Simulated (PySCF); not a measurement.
H₂CO (singlet). All numbers come from PBE/[C def2-TZVP, O def2-TZVP, H def2-TZVP], no relativity, density fitting, PySCF.

Harmonic bands of its minimum:

```json
{"ω (cm⁻¹)": "1154", "IR (km/mol)": "3.7"}
{"ω (cm⁻¹)": "1223", "IR (km/mol)": "8.9"}
{"ω (cm⁻¹)": "1484", "IR (km/mol)": "8.1"}
{"ω (cm⁻¹)": "1769", "IR (km/mol)": "101"}
{"ω (cm⁻¹)": "2791", "IR (km/mol)": "74.1"}
{"ω (cm⁻¹)": "2836", "IR (km/mol)": "156"}
```

The central atom is C. Infer the point group and assign the bands.

C2v. The modes span b1 + 2b2 + 3a1: 1154 b1, 1223 b2, 1484 a1, 1769 a1, 2791 a1, 2836 b2. The computed geometry has C–H 1.119 Å (×2), C–O 1.208 Å; H–C–H 115.8°, H–C–O 122.1° (×2).

Other isomers or separated fragments may lie lower.
